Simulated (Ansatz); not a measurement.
Born–Oppenheimer molecular dynamics of AlClH$_{2}$O (5 atoms, charge 0, multiplicity 1). It starts from a relaxed structure.

Method: UKS PBE0-D4/cc-pVDZ (Ansatz).

```yaml
ensemble: NVT, Langevin thermostat
time_step: 0.5 fs
steps_asked: 100
set_temperature: 2000 K
friction: 0.01 /fs
seed: 165262
```

First frame:

```xyz
5
Properties=species:S:1:pos:R:3
O -1.133 0.385 -0.532
Al 0.438 0.194 0.140
Cl 1.118 -1.748 0.679
H -1.720 -0.364 -0.673
H 1.347 1.459 0.345
```

**Question.** How far do the bonds stretch over the last three quarters of this one trajectory? (Pairs bonded in most of those frames.)

**Answer.** 
```csv
bond,mean (Å),spread (Å),shortest,longest
O1–Al2,1.720,0.062,1.63,1.81
O1–H4,0.970,0.044,0.89,1.04
Al2–Cl3,2.234,0.023,2.18,2.27
Al2–H5,1.630,0.156,1.37,1.88
```

Mean temperature of the second half: 864 K. The mean temperature of the second half is 57 % below the set value. A run of 0.05 ps of so small a system gives no equilibrium averages.

The run took 4.7 min on 1 CPU thread of a shared host.
